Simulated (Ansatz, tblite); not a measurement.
Cost and result up the ladder for the cluster Na₂Li (the lowest doublet isomer of a short search) (3 atoms). Charge 0, multiplicity 2. Geometry: PBE0/def2-TZVP.

```xyz
3

Li   -0.939    0.982    1.459
Na    1.644   -0.050    0.353
Na   -0.705   -0.932   -1.812
```

Ansatz on 4 threads of Arm Neoverse V1 on a shared host; xTB runs through tblite on one thread. Times are rough, summed over both states, and most runs start from the orbitals of an earlier one. ωB97X-V/def2-TZVP serves as the yardstick here, not as an exact answer. The other state is a quartet at its own geometry, which has other bonds, so the gap mixes isomer and spin.

The xTB rows come from tblite. HSE06 is defined as in plane-wave codes, on full-range PBE exchange. Correlated methods freeze 2 core orbitals; core or outer-core shells of Li, Na are correlated, in sets that lack core-valence functions. In CCSD on the charge 0 doublet the largest single amplitude is 0.17, so its Hartree–Fock determinant may place the open shell otherwise than the density functionals do. The structure comes from a short search, and lower isomers may exist.

Run but left out: HF/STO-3G (doublet: a determinant that CCSD turns far, T1 0.048); HF/def2-TZVP, HF/def2-TZVPP, MP2/def2-TZVP, MP2/def2-TZVPP (doublet: ⟨S²⟩ 1.06 to 1.08, where a pure state has 0.75).

Correlated methods converge slowly with the basis.

xTB has no spin-polarisation term.

```tsv
level	functions	wall time	quartet − doublet (eV)	difference from ωB97X-V/def2-TZVP (eV)	remarks
GFN1-xTB	12	0.002 s	2.63	1.53	–
GFN2-xTB	12	0.003 s	2.03	0.93	–
revPBE/def2-TZVP	78	1.8 s	1.01	-0.08	–
PBE/def2-TZVP	78	1.8 s	1.02	-0.07	–
BHLYP/def2-TZVP	78	2 s	1.07	-0.02	–
HSE06/def2-TZVP	78	2.2 s	0.97	-0.12	–
RPA@PBE/def2-TZVP	78	2.3 s	0.88	-0.21	–
PBE0/def2-TZVP (with forces)	78	3.8 s	0.98	-0.11	–
r2SCAN/def2-TZVP	78	6.4 s	0.83	-0.26	–
r2SCAN0/def2-TZVP	78	6.4 s	0.87	-0.22	–
CCSD(T)/def2-TZVPP	83	6.7 s	0.97	-0.12	large T1 (0.048) (doublet), spin-contaminated (⟨S²⟩ 1.08) (doublet)
ωB97X-V/def2-TZVP	78	18 s	1.09	0.00	–
```
